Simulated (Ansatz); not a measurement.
in.yaml

```yaml
crystal:
  periodic: [false, false, false]
  atoms:
    - {symbol: Al, position_ang: [0.000000, 0.000000, 0.105100]}
    - {symbol: C, position_ang: [0.000000, 0.000000, -1.811100]}
    - {symbol: H, position_ang: [0.000000, 0.000000, 1.706000]}
basis:
  gaussian: {orbitals: 6-31G}
total_charge: 1
magnetization: {spin_polarized: false, initial_magnetization: 1}
correlation: {method: fic_mrcisd_q_relaxed, electrons: outside_noble_gas, active_space: {window: {electrons: 1, orbitals: 6}}}
```

```sh
$ ansatz run in.yaml --threads 1 --pin off --events-out ev --progress --plain --max-ram 2393MiB
```

(1) Roughly how long does this take on 1 thread of Arm Neoverse V1, shared host, and how much host memory?

```
297 factors; integrals over basis functions are off by at most 1.3e-4 eV
mean field evaluation 1: about -7614.1779 eV, gradient 1.2e1 eV
mean field evaluation 2: about -7614.1789 eV, gradient 1.1e1 eV
mean field evaluation 4: about -7614.7627 eV, gradient 1.6e0 eV
mean field evaluation 8: about -7614.7747 eV, gradient 6.4e-4 eV
mean field evaluation 16: about -7613.5926 eV, gradient 1.3e-1 eV
mean field evaluation 32: about -7607.5047 eV, gradient 2.7e1 eV
mean field evaluation 64: about -7613.2418 eV, gradient 7.0e0 eV
mean field evaluation 96: about -7614.6826 eV, gradient 3.1e0 eV
mean field -7614.77468196 eV, -279.8378080825 hartree, gradient 6.5e-6 eV, S^2 0.750000; 9 other end points of the search recorded, 0 dependent functions left out
reference -7614.77468196 eV, -279.8378080825 hartree; 10, 9 occupied and 14, 15 virtual orbitals, 297 factors
state -7614.77468196 eV, -279.8378080825 hartree
contracted CI cycle   1: correlation 0.00000000 eV, 0.0000000000 hartree, residual 1.00e1 eV
contracted CI cycle   2: correlation -2.30211556 eV, -0.0846011865 hartree, residual 2.46e0 eV
contracted CI cycle   3: correlation -2.50074972 eV, -0.0919008571 hartree, residual 1.29e0 eV
contracted CI cycle   4: correlation -2.55769201 eV, -0.0939934476 hartree, residual 5.63e-1 eV
contracted CI cycle   5: correlation -2.57105879 eV, -0.0944846680 hartree, residual 2.97e-1 eV
contracted CI cycle   6: correlation -2.57514618 eV, -0.0946348768 hartree, residual 2.00e-1 eV
contracted CI cycle   7: correlation -2.57708160 eV, -0.0947060021 hartree, residual 1.26e-1 eV
contracted CI cycle   8: correlation -2.57773146 eV, -0.0947298838 hartree, residual 5.85e-2 eV
contracted CI cycle   9: correlation -2.57784144 eV, -0.0947339255 hartree, residual 2.41e-2 eV
contracted CI cycle  10: correlation -2.57786035 eV, -0.0947346206 hartree, residual 1.08e-2 eV
contracted CI cycle  11: correlation -2.57786417 eV, -0.0947347611 hartree, residual 4.94e-3 eV
contracted CI cycle  12: correlation -2.57786495 eV, -0.0947347896 hartree, residual 2.14e-3 eV
contracted CI cycle  13: correlation -2.57786511 eV, -0.0947347954 hartree, residual 8.74e-4 eV
state -7614.77468196 eV, -279.8378080825 hartree; corrected -7617.60199719 eV, -279.9417100007 hartree
WARN: 5 active orbitals are nearly empty or full. The corrections depend on them more than the energy does, and are more stable in an active space without them
Total energy: -7617.60199719 eV, -279.9417100007 hartree
```

Natural occupations: 1.0000 0.0000 0.0000 0.0000 0.0000 0.0000.

Answers

(1) 1.5 s wall and 0.21 GiB.
